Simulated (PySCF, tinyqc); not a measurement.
Worked calculation: CIS on RHF in the sto-3g basis, for BH, spin multiplicity 1. The lowest restricted solution is unstable here: a spin-polarised one lies 0.0139 hartree lower (PySCF). Computed by tinyqc, a small Python program that keeps every step (integrals from PySCF). Settings: charge = 0, multiplicity = 1, basis = sto-3g, method = RHF, energy threshold = 1e-10, iteration cap = 65, orthogonalisation = symmetric, start = Wolfsberg-Helmholz matrix, DIIS depth = 6. Command: `OMP_NUM_THREADS=1 python tinyqc.py 25488 25489 out.jsonl` (the two numbers bound the seeds that draw the settings). One thread of a shared host (Intel(R) Xeon(R) Processor @ 2.60GHz), about 0.05 s of CPU time with the checks. The early iterations of the SCF are left out here.

## One-electron integrals

Geometry (angstrom):
```
atom         x         y         z
B     0.000000  0.000000  0.000000
H     0.000000  0.000000  1.084000
```

Basis sto-3g: exponents (1/bohr^2) and contraction coefficients of normalised primitives:
```
element  l (shell)   exponent  coefficient
B            s (1)  48.791113     0.154329
B            s (1)   8.887362     0.535328
B            s (1)   2.405267     0.444635
B            s (2)   2.236956    -0.099967
B            s (2)   0.519821     0.399513
B            s (2)   0.169062     0.700115
B            p (3)   2.236956     0.155916
B            p (3)   0.519821     0.607684
B            p (3)   0.169062     0.391957
H            s (1)   3.425251     0.154329
H            s (1)   0.623914     0.535328
H            s (1)   0.168855     0.444635
```

Overlap, kinetic and nuclear-attraction integrals over the contracted functions; the nuclear repulsion is the sum of Za Zb / Rab.

nuclear repulsion = 2.44085429 hartree

overlap S:
```
           1B 1s     1B 2s    1B 2px    1B 2py    1B 2pz     2H 1s
1B 1s   1.000000  0.269328  0.000000  0.000000  0.000000  0.084741
1B 2s   0.269328  1.000000  0.000000  0.000000  0.000000  0.531767
1B 2px  0.000000  0.000000  1.000000  0.000000  0.000000  0.000000
1B 2py  0.000000  0.000000  0.000000  1.000000  0.000000  0.000000
1B 2pz  0.000000  0.000000  0.000000  0.000000  1.000000  0.521359
2H 1s   0.084741  0.531767  0.000000  0.000000  0.521359  1.000000
```

kinetic energy T (hartree):
```
            1B 1s      1B 2s    1B 2px    1B 2py    1B 2pz      2H 1s
1B 1s   10.826302  -0.047967  0.000000  0.000000  0.000000  -0.010956
1B 2s   -0.047967   0.359168  0.000000  0.000000  0.000000   0.117223
1B 2px   0.000000   0.000000  1.123881  0.000000  0.000000   0.000000
1B 2py   0.000000   0.000000  0.000000  1.123881  0.000000   0.000000
1B 2pz   0.000000   0.000000  0.000000  0.000000  1.123881   0.286358
2H 1s   -0.010956   0.117223  0.000000  0.000000  0.286358   0.760032
```

nuclear attraction V (hartree):
```
             1B 1s      1B 2s     1B 2px     1B 2py     1B 2pz      2H 1s
1B 1s   -23.635559  -3.270840   0.000000   0.000000  -0.022394  -1.047427
1B 2s    -3.270840  -4.233995   0.000000   0.000000  -0.182094  -2.105359
1B 2px    0.000000   0.000000  -4.156893   0.000000   0.000000   0.000000
1B 2py    0.000000   0.000000   0.000000  -4.156893   0.000000   0.000000
1B 2pz   -0.022394  -0.182094   0.000000   0.000000  -4.298024  -2.004666
2H 1s    -1.047427  -2.105359   0.000000   0.000000  -2.004666  -3.613570
```

core Hamiltonian H = T + V (hartree):
```
             1B 1s      1B 2s     1B 2px     1B 2py     1B 2pz      2H 1s
1B 1s   -12.809257  -3.318807   0.000000   0.000000  -0.022394  -1.058383
1B 2s    -3.318807  -3.874827   0.000000   0.000000  -0.182094  -1.988136
1B 2px    0.000000   0.000000  -3.033013   0.000000   0.000000   0.000000
1B 2py    0.000000   0.000000   0.000000  -3.033013   0.000000   0.000000
1B 2pz   -0.022394  -0.182094   0.000000   0.000000  -3.174144  -1.718308
2H 1s    -1.058383  -1.988136   0.000000   0.000000  -1.718308  -2.853538
```

## Two-electron integrals

Functions are numbered as in S; the eight-fold symmetry (ij|kl) = (ji|kl) = (kl|ij) leaves the list below.

Two-electron integrals (ij|kl) in chemists' order, unique and non-zero (hartree):
```
(11|11) 2.923513   (21|11) 0.518376   (21|21) 0.109262   (22|11) 0.744229
(22|21) 0.193177   (22|22) 0.544804   (31|31) 0.020264   (32|31) 0.029996
(32|32) 0.120346   (33|11) 0.742491   (33|21) 0.193240   (33|22) 0.544682
(33|33) 0.586773   (41|41) 0.020264   (42|41) 0.029996   (42|42) 0.120346
(43|43) 0.031630   (44|11) 0.742491   (44|21) 0.193240   (44|22) 0.544682
(44|33) 0.523513   (44|44) 0.586773   (51|51) 0.020264   (52|51) 0.029996
(52|52) 0.120346   (53|53) 0.031630   (54|54) 0.031630   (55|11) 0.742491
(55|21) 0.193240   (55|22) 0.544682   (55|33) 0.523513   (55|44) 0.523513
(55|55) 0.586773   (61|11) 0.163655   (61|21) 0.034312   (61|22) 0.060648
(61|33) 0.060350   (61|44) 0.060350   (61|51) 0.002545   (61|52) 0.004598
(61|55) 0.061278   (61|61) 0.011129   (62|11) 0.333131   (62|21) 0.087465
(62|22) 0.264435   (62|33) 0.257520   (62|44) 0.257520   (62|51) 0.009629
(62|52) 0.054293   (62|55) 0.278033   (62|61) 0.029177   (62|62) 0.165505
(63|31) 0.009551   (63|32) 0.042412   (63|53) 0.010660   (63|63) 0.020319
(64|41) 0.009551   (64|42) 0.042412   (64|54) 0.010660   (64|64) 0.020319
(65|11) 0.289947   (65|21) 0.077248   (65|22) 0.246499   (65|33) 0.233336
(65|44) 0.233336   (65|51) 0.017033   (65|52) 0.089395   (65|55) 0.272571
(65|61) 0.027280   (65|62) 0.181561   (65|65) 0.215420   (66|11) 0.476259
(66|21) 0.127432   (66|22) 0.430014   (66|33) 0.404359   (66|44) 0.404359
(66|51) 0.018925   (66|52) 0.134722   (66|55) 0.480920   (66|61) 0.043662
(66|62) 0.327188   (66|65) 0.393234   (66|66) 0.774606
```

## Orthogonalisation

S = U s U^T; symmetric (Loewdin) form X = U s^(-1/2) U^T, so that X^T S X = 1.

eigenvalues of S: 0.246786  0.795985  1.000000  1.000000  1.161183  1.796045

X:
```
            1B 1s      1B 2s    1B 2px    1B 2py     1B 2pz      2H 1s
1B 1s    1.030364  -0.156753  0.000000  0.000000  -0.014902   0.027689
1B 2s   -0.156753   1.225234  0.000000  0.000000   0.188681  -0.445590
1B 2px   0.000000   0.000000  1.000000  0.000000   0.000000   0.000000
1B 2py   0.000000   0.000000  0.000000  1.000000   0.000000   0.000000
1B 2pz  -0.014902   0.188681  0.000000  0.000000   1.181193  -0.429322
2H 1s    0.027689  -0.445590  0.000000  0.000000  -0.429322   1.371219
```

## Iteration 6 (converged): orbitals

converged F (hartree):
```
            1B 1s      1B 2s    1B 2px    1B 2py     1B 2pz      2H 1s
1B 1s   -7.329459  -2.144657  0.000000  0.000000  -0.025470  -0.693154
1B 2s   -2.144657  -1.040339  0.000000  0.000000  -0.090446  -0.636853
1B 2px   0.000000   0.000000  0.269459  0.000000   0.000000   0.000000
1B 2py   0.000000   0.000000  0.000000  0.269459   0.000000   0.000000
1B 2pz  -0.025470  -0.090446  0.000000  0.000000  -0.179432  -0.444881
2H 1s   -0.693154  -0.636853  0.000000  0.000000  -0.444881  -0.511386
```

Diagonalise F' = X^T F X, C = X C', fill 3 alpha and 3 beta electrons from the bottom; D = 2 C_occ C_occ^T. Each column has its largest component positive (the first on a tie).

F' = X^T F X (hartree):
```
           1          2         3         4          5          6
1  -7.147836  -1.120570  0.000000  0.000000  -0.040084  -0.124518
2  -1.120570  -0.392925  0.000000  0.000000   0.185298  -0.481512
3   0.000000   0.000000  0.269459  0.000000   0.000000   0.000000
4   0.000000   0.000000  0.000000  0.269459   0.000000   0.000000
5  -0.040084   0.185298  0.000000  0.000000   0.134890  -0.555735
6  -0.124518  -0.481512  0.000000  0.000000  -0.555735   0.061540
```

orbital energies (hartree): MO1 -7.334372, MO2 -0.619223, MO3 -0.243782, MO4 0.269459, MO5 0.269459, MO6 0.853047

coefficients C:
```
              MO1        MO2        MO3       MO4        MO5        MO6
1B 1s    0.991974  -0.203504  -0.205741  0.000000   0.000000   0.139484
1B 2s    0.031145   0.514715   0.816641  0.000000   0.000000  -0.909460
1B 2px   0.000000   0.000000   0.000000  0.996922  -0.078400   0.000000
1B 2py   0.000000   0.000000   0.000000  0.078400   0.996922   0.000000
1B 2pz   0.007886   0.241920  -0.586252  0.000000   0.000000  -1.101398
2H 1s   -0.008387   0.532793  -0.334653  0.000000   0.000000   1.366727
```

D after iteration 6:
```
            1B 1s      1B 2s    1B 2px    1B 2py     1B 2pz      2H 1s
1B 1s    2.135510  -0.483735  0.000000  0.000000   0.158414  -0.095786
1B 2s   -0.483735   1.865610  0.000000  0.000000  -0.707985   0.001367
1B 2px   0.000000   0.000000  0.000000  0.000000   0.000000   0.000000
1B 2py   0.000000   0.000000  0.000000  0.000000   0.000000   0.000000
1B 2pz   0.158414  -0.707985  0.000000  0.000000   0.804557   0.650036
2H 1s   -0.095786   0.001367  0.000000  0.000000   0.650036   0.791864
```

Within a degenerate level the vectors are fixed only up to a rotation; this is one choice.

## Convergence

Stop when the energy changes by less than 1e-10 hartree and every element of the error matrix X^T (F D S - S D F) X is below 3e-06.

Course of the cycle:
```
iteration   E (hartree)     change  largest element of the error matrix
1          -24.66623161          -                             2.49e-01
2          -24.73687461  -7.06e-02                             6.36e-02
3          -24.74229559  -5.42e-03                             6.99e-03
4          -24.74233493  -3.93e-05                             5.14e-04
5          -24.74233525  -3.28e-07                             4.49e-06
6          -24.74233525  -1.31e-11                             6.03e-07
```

PySCF RHF in the same basis = -24.74233525 hartree

Converged in 6 iterations.

## Integrals over molecular orbitals

(pq|rs) = sum C_ip C_jq C_kr C_ls (ij|kl), one index at a time.

one-electron integrals over orbitals h = C^T H C (hartree):
```
            1          2          3          4          5          6
1  -12.795257   0.260123   0.250247   0.000000   0.000000  -0.158501
2    0.260123  -3.204602  -0.088476   0.000000   0.000000   0.450980
3    0.250247  -0.088476  -2.985954   0.000000   0.000000  -0.168177
4    0.000000   0.000000   0.000000  -3.033013   0.000000   0.000000
5    0.000000   0.000000   0.000000   0.000000  -3.033013   0.000000
6   -0.158501   0.450980  -0.168177   0.000000   0.000000  -2.438702
```

Two-electron integrals over orbitals (pq|rs), unique and non-zero (hartree):
```
(11|11) 2.889988    (21|11) -0.223907   (21|21) 0.029279    (22|11) 0.610072
(22|21) 0.001110    (22|22) 0.620183    (31|11) -0.220474   (31|21) 0.022701
(31|22) -0.021308   (31|31) 0.035402    (32|11) 0.070265    (32|21) -0.008107
(32|22) -0.074535   (32|31) 0.002870    (32|32) 0.051525    (33|11) 0.707717
(33|21) -0.017228   (33|22) 0.412928    (33|31) 0.004735    (33|32) 0.045181
(33|33) 0.587807    (41|41) 0.021731    (42|41) 0.018541    (42|42) 0.057996
(43|41) 0.019081    (43|42) 0.041723    (43|43) 0.066500    (44|11) 0.741981
(44|21) -0.008855   (44|22) 0.468301    (44|31) -0.007510   (44|32) 0.034524
(44|33) 0.514068    (44|44) 0.586773    (51|51) 0.021731    (52|51) 0.018541
(52|52) 0.057996    (53|51) 0.019081    (53|52) 0.041723    (53|53) 0.066500
(54|54) 0.031630    (55|11) 0.741981    (55|21) -0.008855   (55|22) 0.468301
(55|31) -0.007510   (55|32) 0.034524    (55|33) 0.514068    (55|44) 0.523513
(55|55) 0.586773    (61|11) 0.148640    (61|21) -0.024751   (61|22) -0.014345
(61|31) -0.005990   (61|32) 0.011187    (61|33) 0.025039    (61|44) 0.003977
(61|55) 0.003977    (61|61) 0.031079    (62|11) -0.183634   (62|21) 0.003921
(62|22) 0.018624    (62|31) 0.010523    (62|32) -0.050362   (62|33) -0.042010
(62|44) -0.087153   (62|55) -0.087153   (62|61) 0.003458    (62|62) 0.122778
(63|11) 0.074928    (63|21) -0.004839   (63|22) -0.058156   (63|31) 0.007604
(63|32) 0.043067    (63|33) 0.078280    (63|44) 0.030471    (63|55) 0.030471
(63|61) 0.011174    (63|62) -0.048852   (63|63) 0.066395    (64|41) -0.012764
(64|42) -0.038230   (64|43) -0.017302   (64|64) 0.034763    (65|51) -0.012764
(65|52) -0.038230   (65|53) -0.017302   (65|65) 0.034763    (66|11) 0.692143
(66|21) -0.003908   (66|22) 0.603633    (66|31) -0.020022   (66|32) -0.060918
(66|33) 0.460225    (66|44) 0.486651    (66|55) 0.486651    (66|61) -0.008074
(66|62) 0.026650    (66|63) -0.041794   (66|66) 0.631486
```

## CIS matrix, singlets

A(ia,jb) = (e_a - e_i) d_ij d_ab + 2 (ia|jb) - (ij|ab).

CIS matrix A, singlet (hartree):
```
          1>4       1>5       1>6       2>4       2>5        2>6       3>4       3>5
1>4  6.905312  0.000000  0.000000  0.045938  0.000000   0.000000  0.045672  0.000000
1>5  0.000000  6.905312  0.000000  0.000000  0.045938   0.000000  0.000000  0.045672
1>6  0.000000  0.000000  7.557435  0.000000  0.000000   0.010823  0.000000  0.000000
2>4  0.045938  0.000000  0.000000  0.536373  0.000000   0.000000  0.048921  0.000000
2>5  0.000000  0.045938  0.000000  0.000000  0.536373   0.000000  0.000000  0.048921
2>6  0.000000  0.000000  0.010823  0.000000  0.000000   1.114193  0.000000  0.000000
3>4  0.045672  0.000000  0.000000  0.048921  0.000000   0.000000  0.132173  0.000000
3>5  0.000000  0.045672  0.000000  0.000000  0.048921   0.000000  0.000000  0.132173
3>6  0.000000  0.000000  0.042370  0.000000  0.000000  -0.036786  0.000000  0.000000

           3>6
1>4   0.000000
1>5   0.000000
1>6   0.042370
2>4   0.000000
2>5   0.000000
2>6  -0.036786
3>4   0.000000
3>5   0.000000
3>6   0.769394
```

## CIS singlet states

dipole integrals <i|r|a> (bohr):
```
             x         y          z
1>4   0.119414  0.009391   0.000000
1>5  -0.009391  0.119414   0.000000
1>6   0.000000  0.000000  -0.092921
2>4   0.689013  0.054185   0.000000
2>5  -0.054185  0.689013   0.000000
2>6   0.000000  0.000000   0.639644
3>4   0.628947  0.049462   0.000000
3>5  -0.049462  0.628947   0.000000
3>6   0.000000  0.000000  -0.816152
```

Diagonalise A (1 hartree = 27.211386 eV); each vector has its largest component positive (the first on a tie). The transition dipole is mu = sqrt2 sum c_ia <i|r|a>.

singlet excitation energies (eV): 3.431375  3.431375  14.743160  14.743160  20.823173  30.424173  187.920632  187.920632  205.655953

lowest vectors:
```
       state 1    state 2    state 3    state 4    state 5    state 6
1>4  -0.005868   0.000534  -0.008010   0.000234   0.000000   0.000000
1>5  -0.000534  -0.005868  -0.000234  -0.008010   0.000000   0.000000
1>6   0.000000   0.000000   0.000000   0.000000  -0.006371  -0.000980
2>4  -0.117266   0.010669   0.992594  -0.028979   0.000000   0.000000
2>5  -0.010669  -0.117266   0.028979   0.992594   0.000000   0.000000
2>6   0.000000   0.000000   0.000000   0.000000   0.105029   0.994468
3>4   0.988941  -0.089973   0.117651  -0.003435   0.000000   0.000000
3>5   0.089973   0.988941   0.003435   0.117651   0.000000   0.000000
3>6   0.000000   0.000000   0.000000   0.000000   0.994449  -0.105037
```

oscillator strengths 2/3 w |mu|^2: 0.049831  0.049831  0.416831  0.416831  0.564552  0.776940

Within a degenerate level the vectors are fixed only up to a rotation; this is one choice.

## CIS matrix, triplets

A(ia,jb) = (e_a - e_i) d_ij d_ab - (ij|ab).

CIS matrix A, triplet (hartree):
```
          1>4       1>5       1>6        2>4        2>5       2>6        3>4        3>5
1>4  6.861850  0.000000  0.000000   0.008855   0.000000  0.000000   0.007510   0.000000
1>5  0.000000  6.861850  0.000000   0.000000   0.008855  0.000000   0.000000   0.007510
1>6  0.000000  0.000000  7.495276   0.000000   0.000000  0.003908   0.000000   0.000000
2>4  0.008855  0.000000  0.000000   0.420381   0.000000  0.000000  -0.034524   0.000000
2>5  0.000000  0.008855  0.000000   0.000000   0.420381  0.000000   0.000000  -0.034524
2>6  0.000000  0.000000  0.003908   0.000000   0.000000  0.868637   0.000000   0.000000
3>4  0.007510  0.000000  0.000000  -0.034524   0.000000  0.000000  -0.000826   0.000000
3>5  0.000000  0.007510  0.000000   0.000000  -0.034524  0.000000   0.000000  -0.000826
3>6  0.000000  0.000000  0.020022   0.000000   0.000000  0.060918   0.000000   0.000000

          3>6
1>4  0.000000
1>5  0.000000
1>6  0.020022
2>4  0.000000
2>5  0.000000
2>6  0.060918
3>4  0.000000
3>5  0.000000
3>6  0.636604
```

## CIS triplet states

Diagonalise A (1 hartree = 27.211386 eV); each vector has its largest component positive (the first on a tie).

triplet excitation energies (eV): -0.099248  -0.099248  11.515357  11.515357  16.912783  24.045257  186.721006  186.721006  203.958516

lowest vectors:
```
       state 1    state 2    state 3    state 4    state 5    state 6
1>4  -0.000046  -0.001194  -0.000027  -0.001276   0.000000   0.000000
1>5  -0.001194   0.000046  -0.001276   0.000027   0.000000   0.000000
1>6   0.000000   0.000000   0.000000   0.000000  -0.002692  -0.001299
2>4   0.003106   0.081117   0.020781   0.996482   0.000000   0.000000
2>5   0.081117  -0.003106   0.996482  -0.020781   0.000000   0.000000
2>6   0.000000   0.000000   0.000000   0.000000  -0.239321   0.970940
3>4   0.038141   0.995969  -0.001693  -0.081160   0.000000   0.000000
3>5   0.995969  -0.038141  -0.081160   0.001693   0.000000   0.000000
3>6   0.000000   0.000000   0.000000   0.000000   0.970937   0.239318
```

Within a degenerate level the vectors are fixed only up to a rotation; this is one choice.

A negative triplet energy shows that the restricted solution is unstable towards a spin-polarised one.
